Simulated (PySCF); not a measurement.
Compound: BH₆N.
SMILES with atom numbers: `[BH3-:1][NH3+:2]` (hydrogens: H3, H4, H5 on B1; H6, H7, H8 on N2)

Computed by this run: PBE0-D3(BJ)/def2-TZVP geometry optimisation, gas phase (PySCF 2.14.0); density fitting, grid level 2; the optimiser is geomeTRIC in internal coordinates, started from a GFN2-xTB structure with every atom displaced at random (about 0.01 Å).

Step 1: E = -2262.2950 eV
```
atom  x, y, z in Å  |  force x, y, z in eV/Å
B1     -0.8188    0.0506    0.1084   -0.067  -0.173   0.197
N2      0.7988   -0.0515   -0.1042    0.178  -0.009   0.089
H3     -1.2952   -0.3112   -0.9438   -0.026  -0.026  -0.032
H4     -1.0769   -0.7044    1.0320    0.043   0.136  -0.106
H5     -1.0403    1.2120    0.3612   -0.013   0.060  -0.009
H6      1.3191    0.4072    0.6412   -0.130  -0.057  -0.072
H7      1.0605    0.3844   -0.9807    0.054   0.066  -0.036
H8      1.1039   -1.0193   -0.1382   -0.039   0.003  -0.031
```

Step 2: E = -2262.2986 eV
```
atom  x, y, z in Å  |  force x, y, z in eV/Å
B1     -0.8194    0.0486    0.1095   -0.043  -0.049   0.049
N2      0.8012   -0.0525   -0.1065    0.058  -0.011  -0.042
H3     -1.3012   -0.3191   -0.9404   -0.002  -0.014   0.004
H4     -1.0723   -0.6958    1.0347    0.024   0.048  -0.012
H5     -1.0410    1.2136    0.3572    0.002   0.014  -0.022
H6      1.3101    0.4005    0.6458   -0.033  -0.016   0.024
H7      1.0707    0.3931   -0.9776    0.012   0.024   0.023
H8      1.1030   -1.0207   -0.1468   -0.018   0.004  -0.024
```

Step 3: E = -2262.3013 eV
```
atom  x, y, z in Å  |  force x, y, z in eV/Å
B1     -0.8206    0.0462    0.1096    0.007   0.064  -0.081
N2      0.8028   -0.0535   -0.1102   -0.047  -0.001  -0.067
H3     -1.3087   -0.3335   -0.9341    0.010  -0.010   0.025
H4     -1.0624   -0.6817    1.0434   -0.006  -0.033   0.071
H5     -1.0400    1.2162    0.3440    0.003  -0.017  -0.025
H6      1.2970    0.3858    0.6577    0.037  -0.009   0.057
H7      1.0830    0.4102   -0.9690   -0.013   0.005   0.036
H8      1.1000   -1.0219   -0.1654    0.009   0.000  -0.016
```

Step 4: E = -2262.3032 eV
```
atom  x, y, z in Å  |  force x, y, z in eV/Å
B1     -0.8215    0.0453    0.1089    0.039   0.094  -0.113
N2      0.8035   -0.0540   -0.1130   -0.094   0.007  -0.036
H3     -1.3136   -0.3499   -0.9269    0.012  -0.013   0.025
H4     -1.0545   -0.6669    1.0556   -0.019  -0.051   0.082
H5     -1.0404    1.2191    0.3260    0.001  -0.025  -0.019
H6      1.2889    0.3663    0.6707    0.061  -0.009   0.049
H7      1.0916    0.4298   -0.9577   -0.020   0.000   0.027
H8      1.0973   -1.0220   -0.1876    0.019  -0.003  -0.014
```

Task: Estimate the geometry and energy of step 5. (The exact step hangs on the optimiser's Hessian estimate; all steps are aligned on step 4, rigid shifts and turns removed.)

Result: E = -2262.3055 eV, largest force 0.125 eV/Å
```
atom  x, y, z in Å  |  force x, y, z in eV/Å
B1     -0.8221    0.0454    0.1075    0.059   0.073  -0.082
N2      0.8030   -0.0542   -0.1153   -0.099   0.010   0.026
H3     -1.3169   -0.3780   -0.9149    0.007  -0.015   0.013
H4     -1.0459   -0.6426    1.0765   -0.024  -0.036   0.045
H5     -1.0427    1.2237    0.2943   -0.003  -0.019  -0.007
H6      1.2833    0.3310    0.6901    0.059  -0.007   0.014
H7      1.0996    0.4624   -0.9368   -0.018  -0.001   0.005
H8      1.0928   -1.0200   -0.2254    0.019  -0.004  -0.014
```

The energy changes by -0.0023 eV. The first-order estimate −F·Δx gives -0.0034 eV and the mean of the old and new forces, exact on a quadratic surface, -0.0023 eV. The step makes an angle of 80° with the force vector and moves no atom by more than 0.041 Å.

The cost below is that of the whole optimisation. Hardware: Arm Neoverse V1, one thread, shared host. Cost: 19 s wall, 0.43 GiB resident at most.
